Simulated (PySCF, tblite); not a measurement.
Isomers of [C3H6P]- (charge -1), one GFN2-xTB conformer each. Single-point energies are computed at PBE0/pcSseg-1 (PySCF, gas phase, no added dispersion term), electronic only.

| SMILES | GFN2-xTB relative energy (kJ/mol) |
| --- | --- |
| C/C=C/[PH-] | 0.0 |
| C=CC[PH-] | 39.3 |

Conformers: `[CH3:1]/[CH:2]=[CH:3]/[PH-:4]` (charge -1) with C2–C3–P4–H 0°; `[CH2:1]=[CH:2][CH2:3][PH-:4]` (charge -1) with C1–C2–C3–P4 -108°, C2–C3–P4–H 62°.

Q: What does PBE0/pcSseg-1 give for the same structures?

A: 
```tsv
SMILES	PBE0/pcSseg-1 E (Eh)	PBE0/pcSseg-1 (kJ/mol)	GFN2-xTB (kJ/mol)	point group
C/C=C/[PH-]	-458.94987	0.0	0.0	Cs
C=CC[PH-]	-458.93463	40.0	39.3	C1
```

Both levels put the same isomer lowest. 

Q: What happens when harmonic zero-point energies from GFN2-xTB frequencies are added?

A: 
```
     SMILES  ZPE (kJ/mol)  electronic (kJ/mol)  with ZPE (kJ/mol)
C/C=C/[PH-]         199.9                  0.0                0.0
  C=CC[PH-]         199.6                 40.0               39.7
```

The zero-point energies span 0.3 kJ/mol. The order is unchanged.
